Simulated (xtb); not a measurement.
xtb input:

```bash
xtb mol.xyz --gfn 1 --opt tight --chrg 0 --uhf 0
```
mol.xyz:
```
10

C      0.59753466     1.74308735     0.00415876
C      0.59953286     0.40913995     0.00070042
C     -0.59953286    -0.40913995    -0.00070042
C     -0.59753466    -1.74308735    -0.00415876
H      1.51677473     2.31296276     0.00508382
H     -0.32918900     2.30525528     0.00617206
H      1.54641423    -0.12382865    -0.00124931
H     -1.54641423     0.12382865     0.00124931
H      0.32918900    -2.30525528    -0.00617206
H     -1.51677473    -2.31296276    -0.00508382
```

Task: Predict the final energy.

Result: -11.62737 Eh (GFN1-xTB).
